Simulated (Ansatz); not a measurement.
**C₄H₆S: a ladder of functionals and wavefunction methods**

The task here is to estimate one member of a computed series from the others.

Computed with Ansatz 0.2.0, Gaussian basis. Level: functionals in def2-TZVPP, the program's frozen cores in correlated methods.

The runs, in order: LDA (SPW92), PBE-D4, revPBE-D4, BLYP-D4, r2SCAN-D4, B97M-V, PBE0-D4, B3LYP-D4, r2SCANh-D4, r2SCAN0-D4, HSE06-D4, BHLYP-D4, CAM-B3LYP-D4, LC-ωPBE, ωB97X-V, ωB97M-V, B2PLYP, PBE-QIDH; CCSD(T)/def2-SVP; CCSD(T)/def2-TZVPP; MP2/def2-QZVPP; extrapolation to the limit; RPA on PBE.

## Structure used throughout

All runs share one geometry, relaxed beforehand with PBE0-D4 in a triple-zeta def2 set.

SMILES `CC1=CSC1`, 11 atoms, charge 0, spin multiplicity 1.

Atoms are counted from 1 here; the program's logs count them from 0.

Bond lengths: C1–C2 1.481 Å, C1–H6 1.095 Å, C1–H7 1.092 Å, C1–H8 1.095 Å, C2–C3 1.337 Å, C2–C5 1.502 Å, C3–S4 1.766 Å, C3–H9 1.082 Å, S4–C5 1.842 Å, C5–H10 1.092 Å, C5–H11 1.092 Å. Angles: C2–C1–H6 111.4°, C2–C1–H7 110.8°, C2–C1–H8 111.4°, H6–C1–H7 108.0°, H6–C1–H8 107.0°, H7–C1–H8 108.0°, C1–C2–C3 132.9°, C1–C2–C5 128.3°, C3–C2–C5 98.7°, C2–C3–S4 98.4°, C2–C3–H9 133.7°, S4–C3–H9 127.8°, C3–S4–C5 73.4°, C2–C5–S4 89.5°, C2–C5–H10 115.8°, C2–C5–H11 115.8°, S4–C5–H10 112.0°, S4–C5–H11 112.0° and more.

Set-up of the first run:

File in.yaml:

```yaml
crystal:
  periodic: [false, false, false]
  atoms:
    - {symbol: C, position_ang: [-1.344698, 0.442973, 0.364229]}
    - {symbol: C, position_ang: [0.021824, -0.083297, 0.143699]}
    - {symbol: C, position_ang: [0.839820, -0.834938, 0.888239]}
    - {symbol: S, position_ang: [2.205702, -0.914130, -0.228306]}
    - {symbol: C, position_ang: [0.909279, 0.100521, -1.054236]}
    - {symbol: H, position_ang: [-1.362706, 1.537178, 0.323988]}
    - {symbol: H, position_ang: [-1.727152, 0.134335, 1.338836]}
    - {symbol: H, position_ang: [-2.039673, 0.083729, -0.402033]}
    - {symbol: H, position_ang: [0.756896, -1.285041, 1.868974]}
    - {symbol: H, position_ang: [1.247517, 1.121221, -1.242750]}
    - {symbol: H, position_ang: [0.558590, -0.359548, -1.980041]}
basis:
  gaussian: {orbitals: def2-TZVPP}
hamiltonian: {xc: lda}
output: {orbitals: {seedname: orbitals}}
```

On the command line:

```sh
$ ansatz run in.yaml --threads 4 --pin off --events-out ev --progress --plain --max-ram 10444MiB
```

Among the steps run: LDA; PBE-D4 (GGA); revPBE-D4 (GGA); BLYP-D4 (GGA); r2SCAN-D4 (meta-GGA); B97M-V (meta-GGA); B3LYP-D4 (hybrid); r2SCANh-D4 (hybrid); r2SCAN0-D4 (hybrid); HSE06-D4 (hybrid); BHLYP-D4 (hybrid); CAM-B3LYP-D4 (range-separated); LC-ωPBE (range-separated); ωB97X-V (range-separated); ωB97M-V (range-separated); B2PLYP (double hybrid); PBE-QIDH (double hybrid).

One table of the session follows, with a row left open; its other results are not shown here.

It belongs to the step «Orbital energies across the functionals». 

```
  functional  HOMO (eV)  gap (eV)
 LDA (SPW92)      -4.94      3.91
      PBE-D4          ?         ?
   revPBE-D4      -4.75      3.99
     BLYP-D4      -4.64      3.92
   r2SCAN-D4      -4.97      4.38
      B97M-V      -5.01      4.46
     PBE0-D4      -5.88      6.08
    B3LYP-D4      -5.67      5.61
  r2SCANh-D4      -5.38      5.17
  r2SCAN0-D4      -5.99      6.35
    HSE06-D4      -5.48      5.30
    BHLYP-D4      -6.82      8.07
CAM-B3LYP-D4      -7.16      8.48
     LC-ωPBE      -8.50     11.10
     ωB97X-V      -8.14     10.57
     ωB97M-V      -8.01     10.22
```

Q: Estimate the row for PBE-D4 from the others.

As computed: HOMO (eV): -4.80; gap (eV): 3.96. In the column «HOMO (eV)» it lies between LDA (SPW92) (-4.94) and revPBE-D4 (-4.75).
